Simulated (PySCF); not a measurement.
The vertical singlet excitations below were computed for one of the candidates. The calculation used PySCF 2.14.0, density-fitted response routines, TDDFT CAM-B3LYP/aug-cc-pVTZ, vertical, gas phase, core orbitals frozen in the response. Geometries: PBE0-D3(BJ)/def2-TZVP, one conformer each.

| state | E (eV) | λ (nm) | f |
| --- | --- | --- | --- |
| S1 | 7.28 | 170.3 | 0.0003 |
| S2 | 7.31 | 169.7 | 0.0006 |
| S3 | 7.58 | 163.6 | 0.024 |
| S4 | 7.64 | 162.3 | 0.033 |
| S5 | 8.24 | 150.5 | 0.013 |
| S6 | 8.24 | 150.5 | 0.0076 |
| S7 | 8.26 | 150.1 | 0.033 |
| S8 | 8.28 | 149.7 | 0.0030 |
| S9 | 8.52 | 145.5 | 0.029 |
| S10 | 8.54 | 145.2 | 0.017 |

Question: Which candidate is it?
A. `CCCCl` (C3H7Cl)
B. `CC#N` (C2H3N)
C. `[C-]#[N+]C` (C2H3N)

Answer: A. Its S1, at 7.28 eV, is the lowest among the candidates; the nearest of the others has S1 at 7.77 eV. S1 is HOMO→LUMO+6 (27%), HOMO→LUMO (23%), HOMO→LUMO+9 (11%). Löwdin shares by element: HOMO (one of a set within 0.03 eV) chlorine 71%, carbon 19% or more; LUMO hydrogen 66% or more (atoms not listed hold the other 34%). At the same level the other candidates give, for their lowest levels:
- `[C-]#[N+]C`: 7.97 eV (f 0.000); 8.05 eV (f 0.189 summed over 2 states); 8.13 eV (f 0.021); 8.23 eV (f 0.004 summed over 2 states); 8.50 eV (f 0.007 summed over 2 states); T1 6.03 eV; HOMO -10.29, LUMO 0.04 eV
- `CC#N`: 7.77 eV (f 0.000); 8.10 eV (f 0.003 summed over 2 states); 8.27 eV (f 0.006 summed over 2 states); 9.40 eV (f 0.123); 9.48 eV (f 0.005 summed over 2 states); T1 6.44 eV; HOMO -10.93, LUMO 0.00 eV

Shape of the structure used: `[CH3:1][CH2:2][CH2:3][Cl:4]`: C1–C2–C3–Cl4 180°.
Triplets come from the Tamm–Dancoff approximation.
